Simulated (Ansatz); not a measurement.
# C2H2O2 (glyoxal): from total energies to a heat of formation

The species is C2H2O2 (6 atoms), meant as a singlet with charge 0. As SMILES, `O=CC=O`. Geometry: relaxed at PBE0-D4/def2-TZVP. This is one conformer, not always the lowest.

Total energies at RPA@PBE/aug-cc-pVDZ, 4 core orbitals frozen (Ansatz 0.2.0); the atoms run unrestricted:

```tsv
species	state	energy (Eh)
C2H2O2	singlet	-227.566657
O	triplet	-75.001875
C	triplet	-37.823078
H	doublet	-0.515034
```

Harmonic wavenumbers at PBE0-D4/def2-TZVP, in cm⁻¹: 127, 334, 561, 814, 1084, 1085, 1334, 1380, 1837, 1840, 2956, 2959.

Measured heats of formation of the gaseous atoms at 298.15 K, in kJ/mol: O 249.2, C 716.9, H 218.0. Spin-orbit lowering of the atoms at 298 K (mean of the ground term's levels less their thermal mean, from spectra), in kJ/mol: O 0.40, C 0.02. Take 1 Eh = 2625.50 kJ/mol, 1 cm⁻¹ = 0.0119627 kJ/mol, RT = 2.479 kJ/mol.

Problem. Work out the heat of formation of the gas at 298 K.

Solution. 
1. Electronic atomisation energy: 2 × (-75.001875) + 2 × (-37.823078) + 2 × (-0.515034) − (-227.566657) = 0.886683 Eh = 2328.0 kJ/mol.
2. Zero-point energy: half the sum of the wavenumbers, 8155.5 cm⁻¹ = 97.6 kJ/mol.
3. Thermal vibrational enthalpy, Σ hcν̃/(exp(hcν̃/kT) − 1): 3.7 kJ/mol. Translation, rotation and pV of a non-linear molecule: 4 RT = 9.9 kJ/mol.
4. The 6 free atoms carry 5/2 RT each: 37.2 kJ/mol.
5. Spin-orbit coupling lowers the free atoms by 2 × 0.40 + 2 × 0.02 = 0.8 kJ/mol.
6. Atomisation enthalpy at 298 K: 2328.0 − 0.8 − 97.6 − 3.7 − 9.9 + 37.2 = 2253.2 kJ/mol.
7. Sum of the atoms' heats of formation: 2368.2 kJ/mol. Heat of formation: 2368.2 − 2253.2 = +115.0 kJ/mol.

The tabulated value is -212.4 kJ/mol (Active Thermochemical Tables), so this level is off by +327.4 kJ/mol, or 12.7 % of the atomisation enthalpy that the table implies (2580.6 kJ/mol). Anharmonicity and any spin-orbit splitting of the molecule are left out, and so is core correlation.
